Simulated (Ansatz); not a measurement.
This geometry of C4H9N (14 atoms, charge 0, multiplicity 1) is a first-order saddle point.

Computed with RKS PBE0-D4/def2-SVP (Ansatz).

```xyz
14
Properties=species:S:1:pos:R:3
N -0.235 0.844 1.972
C -0.136 1.068 0.535
C -0.535 -0.131 -0.288
C 0.433 -1.261 -0.486
C 0.066 -0.369 -1.638
H 0.671 0.941 2.421
H -0.541 -0.107 2.160
H -0.774 1.922 0.238
H 0.893 1.354 0.249
H -1.589 -0.417 -0.174
H 1.433 -1.155 -0.054
H 0.053 -2.286 -0.483
H -0.569 -0.776 -2.430
H 0.817 0.343 -1.993
```

Question: Which two structures does it join? (They come from a converged band through this point; their orientation in space is the band's.)

Answer: No bond is made or broken. The dihedral H6–N1–C2–C3 goes from 54 to -180°.

Initial state:

```xyz
14
Properties=species:S:1:pos:R:3
N -0.076 0.916 1.980
C -0.087 1.064 0.539
C -0.477 -0.167 -0.249
C 0.544 -1.235 -0.516
C 0.037 -0.379 -1.640
H 0.514 0.126 2.238
H -1.009 0.681 2.314
H -0.764 1.896 0.280
H 0.917 1.387 0.211
H -1.499 -0.518 -0.055
H 1.566 -1.061 -0.163
H 0.233 -2.283 -0.478
H -0.626 -0.831 -2.382
H 0.714 0.377 -2.051
```

Final state:

```xyz
14
Properties=species:S:1:pos:R:3
N -0.368 0.692 1.957
C -0.132 0.984 0.558
C -0.529 -0.185 -0.302
C 0.454 -1.294 -0.553
C 0.068 -0.361 -1.663
H -0.101 1.481 2.542
H 0.210 -0.095 2.248
H -0.744 1.860 0.279
H 0.919 1.255 0.309
H -1.574 -0.486 -0.175
H 1.458 -1.191 -0.130
H 0.085 -2.323 -0.582
H -0.570 -0.740 -2.465
H 0.810 0.373 -1.993
```

Question: How far does it lie above each of them?

Answer: 3.4 kcal/mol above the first and 3.0 kcal/mol above the second. This is the barrier of this one path; another mechanism may lie lower.

Time of the run: 81 s on 2 threads of Intel(R) Xeon(R) Platinum 8488C (Sapphire Rapids), on a shared host, peak memory 0.28 GiB.
